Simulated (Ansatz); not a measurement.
# Cd2Si3: from a trial structure to a relaxed crystal

Computed with Ansatz 0.2.0, DFT PBE, scalar-relativistic, plane waves, PAW. Cutoff 420 eV, Γ-centred k mesh, Gaussian smearing, no spin polarisation in the final step.

Cd2Si3 was placed on the A-type sesquioxide structure type (P-3m1, No. 164), with Cd in place of La, Si in place of O, at a guessed volume.

```
CELL_PARAMETERS angstrom
4.06248 0.00000 0.00000
-2.03124 3.51821 0.00000
0.00000 0.00000 6.32055
ATOMIC_POSITIONS crystal
Cd 0.33333 0.66667 0.24500
Cd 0.66667 0.33333 0.75500
Si 0.00000 0.00000 0.00000
Si 0.33333 0.66667 0.64500
Si 0.66667 0.33333 0.35500
```

Cell and atoms relax at zero pressure; the relaxation can't lower the symmetry of the start. After a coarse first stage the cell is made exact in the group found at 0.06 Å.

The zero of energy is the elements' standard structures at the same level; no fitted shifts are applied.

(1) Describe the relaxed structure.

(2) What are its volume, energy, density and gap?

## Answers

(1) It keeps P-3m1 (No. 164), but not the shape of the type it started on. Conventional cell: a = 3.782 Å, c = 8.552 Å. Cd is coordinated by 3 Si at 2.78 Å and 4 Si at 3.02 Å; Si on Wyckoff site a (1 atom of the primitive cell) is coordinated by 6 Cd at 2.78 Å; Si on Wyckoff site d (2 atoms of the primitive cell) has 3 Si at 2.37 Å.

```cif
data_structure
_symmetry_space_group_name_H-M 'P-3m1'
_symmetry_Int_Tables_number 164
_cell_length_a 3.7816
_cell_length_b 3.7816
_cell_length_c 8.5525
_cell_angle_alpha 90.000
_cell_angle_beta 90.000
_cell_angle_gamma 120.000
_cell_volume 105.92
loop_
_atom_site_label
_atom_site_type_symbol
_atom_site_symmetry_multiplicity
_atom_site_Wyckoff_symbol
_atom_site_fract_x
_atom_site_fract_y
_atom_site_fract_z
_atom_site_occupancy
Cd1 Cd 2 d 0.33333 0.66667 0.20192 1
Si1 Si 1 a 0.00000 0.00000 0.00000 1
Si2 Si 2 d 0.33333 0.66667 0.55461 1
```

(2) The volume per atom is 21.18 Å³, the density is 4.85 g/cm³ and the energy over the elements is 0.37 eV/atom. The gap on the 12×12×6 mesh is 0 eV (a metal).

The final run used a 12×12×6 mesh on its 5-atom cell and 0.10 eV smearing. The k mesh leaves about 4 meV/atom of noise in metals. Symmetry constrained the relaxation, so the result can be a saddle point.

Cost: 3 runs of about 2.3 core-minutes in all, on Intel Xeon Platinum 8488C (Sapphire Rapids) (shared hosts).